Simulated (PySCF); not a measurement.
Gas-phase reaction: (CH3)3SiH + SiH2 ⇌ 2 SiH4 + C3H4 (allene)

Computed with PySCF (xtb for GFN2) and rigid-rotor harmonic-oscillator thermochemistry at 1 bar. † marks an energy on the PBE0/def2-TZVP geometry and frequencies; other levels use their own. MP2 and CCSD(T) freeze the core. 6-31G* has spherical d functions here. All species are closed-shell singlets. MP2 isn't extrapolated to the basis-set limit; its ΔH°(298 K) is 121.0 kJ in def2-SVP and 136.6 kJ in def2-TZVPP. CCSD(T) isn't extrapolated to the basis-set limit. The harmonic model lacks anharmonicity and excited electronic states, which grow with temperature; levels with a mode under 35 cm⁻¹ are left out. Internal rotation in (CH3)3SiH is treated as a harmonic vibration of one conformer, which makes the entropy rough.

| level | ΔE electronic, kJ | ΔH°(298 K), kJ | ΔS°(298 K), J/K | ΔG°(2000 K), kJ |
|---|---|---|---|---|
| CCSD(T)/def2-SVP† | 143 | 110 | 113 | -100 |
| GFN2-xTB | -4 | -45 | 108 | -260 |
| HF/6-31G* | 145 | 112 | 113 | -97 |
| M06-2X/def2-TZVP† | 168 | 135 | 113 | -74 |
| MP2/def2-TZVPP† | 169 | 137 | 113 | -73 |
| PBE/def2-SVP | 143 | 111 | 113 | -100 |
| PBE/def2-TZVP† | 147 | 114 | 113 | -96 |
| PBE0/def2-TZVP | 165 | 132 | 113 | -77 |
| r2SCAN/def2-TZVP† | 149 | 116 | 113 | -93 |
| ωB97X-V/def2-TZVP† | 164 | 131 | 113 | -79 |
ΔH° is lowest at GFN2-xTB and highest at MP2/def2-TZVPP†. No reference value is set beside these.
